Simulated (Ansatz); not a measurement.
# BH3NO radical: a ladder of functionals and wavefunction methods

Aim: compute BH3NO radical with functionals from several rungs and with coupled cluster. The yardstick is the atomisation energy at the CCSD(T) limit.

Method: functionals in def2-TZVPP, the program's frozen cores in correlated methods; program: Ansatz 0.2.0, Gaussian basis.

Levels to be run: PBE-D4, r2SCAN-D4, PBE0-D4, B3LYP-D4, ωB97X-V, ωB97M-V, B2PLYP; CCSD(T)/def2-TZVPP; CCSD(T)/def2-QZVPP; extrapolation to the limit.

## Step 1: Structure used throughout

The geometry comes from an earlier relaxation with PBE0-D4 in a triple-zeta def2 set; it is a stationary point.

SMILES `N[B]O`, 6 atoms, charge 0, spin multiplicity 2.

Atoms are counted from 1 here; the program's logs count them from 0.

Bond lengths: N1–B2 1.390 Å, N1–H4 1.002 Å, N1–H5 1.010 Å, B2–O3 1.359 Å, O3–H6 0.958 Å. Angles: B2–N1–H4 122.8°, B2–N1–H5 122.6°, H4–N1–H5 114.6°, N1–B2–O3 122.6°, B2–O3–H6 113.3°.

## Step 2: PBE-D4 (GGA)

in.yaml reads:

```yaml
crystal:
  periodic: [false, false, false]
  atoms:
    - {symbol: N, position_ang: [-0.302099, -0.435006, -0.827413]}
    - {symbol: B, position_ang: [-0.251432, 0.499301, 0.200210]}
    - {symbol: O, position_ang: [0.636796, 0.413598, 1.224735]}
    - {symbol: H, position_ang: [-0.956370, -0.374348, -1.584474]}
    - {symbol: H, position_ang: [0.318452, -1.230587, -0.871106]}
    - {symbol: H, position_ang: [0.554663, 1.127043, 1.858059]}
basis:
  gaussian: {orbitals: def2-TZVPP}
magnetization: {spin_polarized: true, initial_magnetization: 1}
hamiltonian: {xc: pbe, dispersion: d4}
output: {forces: true, orbitals: {seedname: orbitals}}
```

Launch:

```
$ ansatz run in.yaml --threads 2 --pin off --events-out ev --progress --plain --max-ram 32768MiB --backend cpu
```

Further steps of the session: r2SCAN-D4 (meta-GGA); PBE0-D4 (hybrid); B3LYP-D4 (hybrid); ωB97X-V (range-separated); ωB97M-V (range-separated); B2PLYP (double hybrid); CCSD(T) in def2-TZVPP; CCSD(T) in def2-QZVPP.

Q: Predict the results of all the runs planned. Wanted: atomisation energy, CCSD(T)/CBS; farthest; mean size of error, hybrid; mean size of error, range-separated; gap, smallest and largest; T1 diagnostic; triples share of the correlation energy.

The runs gave:

```
                               quantity                                value
        atomisation energy, CCSD(T)/CBS                        2234.3 kJ/mol
 functionals within 11.2 kJ/mol (0.5 %)                      ωB97X-V, B2PLYP
                               farthest                PBE-D4 (+86.3 kJ/mol)
             mean size of error, hybrid                          24.0 kJ/mol
    mean size of error, range-separated                          14.3 kJ/mol
              gap, smallest and largest  2.26 eV (PBE-D4), 8.47 eV (ωB97X-V)
                          T1 diagnostic                               0.0139
triples share of the correlation energy                                3.6 %
```

PBE-D4 is off by +86.3 kJ/mol. Double hybrids carry the basis error of their MP2 part in triple zeta, and no dispersion term here, so their miss is partly the set-up's. Misses under about 11.2 kJ/mol are within the doubt on the reference itself, which lacks core-valence correlation, relativity and higher excitations. Hartree-Fock recovers 71 % of the binding; the rest is correlation. The gap grows from 2.3 to 8.5 eV across the functionals, mostly with the share of exact exchange.
